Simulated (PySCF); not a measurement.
# Working out the ionisation energy of F

F [He] 2s2 2p5 (2P) → F⁺ [He] 2s2 2p4 (3P). All numbers are calculated (PySCF 2.14, the non-relativistic Hamiltonian (point nucleus), in cc-pVTZ (4s3p2d1f, 30 functions)). Frozen: 1s2. Energies in hartree (1 hartree = 27.21139 eV):

| part | F (lower) | F⁺ (upper) |
| --- | --- | --- |
| UHF | -99.405525 | -98.830256 |
| CCSD correlation | -0.211246 | -0.158493 |
| (T) | -0.003590 | -0.002046 |

Question: What does Hartree-Fock give?

Answer: (-98.830256) − (-99.405525) = 0.575269 hartree = 15.654 eV.

Question: What do CCSD and CCSD(T) give?

Answer: The CCSD correlation energies differ by 0.052753 hartree = 1.435 eV and the triples by 0.001544 hartree = 0.042 eV, so CCSD gives 17.089 eV and CCSD(T) 17.131 eV.

Measured between the centres of the two terms (NIST): 17.427 eV, so CCSD(T) (valence) is off by -0.296 eV.

What remains against the reference includes basis incompleteness, the frozen core and higher excitations.
